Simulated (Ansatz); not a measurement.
A made-up structure of C2H5O (charge -1), singlet:

C1  (-0.662, -0.077, -0.696)
C2  (0.433, 0.275, 0.223)
O3  (0.550, -0.682, 1.348)
H4  (-0.364, -0.397, -1.698)
H5  (-1.504, 0.619, -0.726)
H6  (0.305, 1.259, 0.704)
H7  (1.428, 0.269, -0.253)
H8  (-1.080, -0.527, 0.167)
(Å)

It is relaxed with PBE-D4/def2-SVPD and then PBE0-D4/def2-TZVPD (Ansatz 0.2.0). Atoms count as bonded within 1.22 times the sum of their covalent radii (H–H: 0.88 Å). The end point is not checked to be a true minimum.

Does its bonding change? (Judge from chemistry; the calculation decides.)

The calculation gives: No: no bond forms or breaks.

Where it ends: The first stage lowers the energy by 1.62 eV in 8 steps. It ends as C₂H₅O ([CH3][CH2][O]), total charge -1:
```tsv
atom	x (Å)	y (Å)	z (Å)
C1	-0.7118	-0.0720	-0.5699
C2	0.4947	0.2458	0.3462
O3	0.9429	-0.7909	1.0395
H4	-0.4337	-0.8569	-1.2839
H5	-1.0547	0.8150	-1.1288
H6	0.1496	1.1280	0.9765
H7	1.2607	0.7236	-0.3464
H8	-1.5424	-0.4537	0.0363
```

Labels in which every atom is bracketed show which atoms are joined, not bond orders.

For scale, one of the runs: PBE0-D4/def2-TZVPD relaxation, 159 basis functions, launched by `ansatz run in.yaml --threads 2 --pin off --events-out ev --progress --plain --max-ram 4352MiB`. Hardware: 2 CPU threads of an Arm Neoverse V1, shared host. Wall time about 14 s.
